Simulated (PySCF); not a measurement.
Structure problem from calculated spectra and properties.

Elements present: C, F, H and O. Monoisotopic mass: 90.0117 u.

* NMR, other nuclei: isotropic shieldings of nuclei other than C and H, by class: -48 (1 O), 119 (1 O), 275 (1 F) ppm [GIAO B97-2/pcSseg-2]
* Dipole: 0.96 D [B97-2/pcSseg-2]
* 1H NMR: chemical shifts (computed TMS as zero) by class: 8.02 (1 H), 5.99 (1 H), 5.85 (1 H) ppm [GIAO B97-2/pcSseg-2]
* 13C NMR: chemical shifts (computed TMS as zero) by class: 178.7 (1 C), 172.5 (1 C), 109.1 (1 C) ppm [GIAO B97-2/pcSseg-2]
* Rotational structure: rotational constants A, B, C: 10.811, 1.916, 1.628 GHz [PBE0-D3(BJ)/def2-TZVP]

Gas-phase values; electronic properties from PySCF, density fitting. Levels stand in brackets. Isolated species at its PBE0-D3(BJ)/def2-TZVP geometry (one conformer only). Each NMR value is the plain mean over a class of atoms that symmetry, rotation or inversion makes alike.

Q: Which formula fits the mass and the elements?

A: C3H3FO2 (calculated 90.0117). No other formula that holds each of these elements comes within 0.0003 u with a fitting electron parity and a possible valence count.

Q: What is the compound? Reason from the data.

A: Numbering: `[O:1]=[C:2]([OH:3])/[CH:4]=[CH:5]/[F:6]`. Its formula, C3H3FO2, gives 2 degrees of unsaturation: 0 rings and 2 π bonds in the structure found. 3 carbons fall into 3 classes; from least to most shielded: vinylic C–F carbon [C5] (178.7 ppm), carboxylic acid carbon [C2] (172.5 ppm), alkene CH carbon [C4] (109.1 ppm). Hydrogen classes from least to most shielded: 1 H on a vinylic C–F carbon, C5 (8.02 ppm), 1 H on an alkene CH carbon, C4 (5.99 ppm), 1 H on an acid hydroxyl oxygen, O3 (5.85 ppm). The other shieldings belong to: -48 ppm, acid carbonyl oxygen [O1]; 119 ppm, acid hydroxyl oxygen [O3]; 275 ppm, vinyl fluorine [F6]. The optimised geometry has point group Cs and is an asymmetric top. Structure: `O=C(O)/C=C/F`. The assignments are read from this structure; whether some other isomer fits the data as well wasn't checked.

Shape of the structure used: `[O:1]=[C:2]([OH:3])/[CH:4]=[CH:5]/[F:6]`: O1–C2–C4–C5 0°, H–O3–C2–O1 0°.
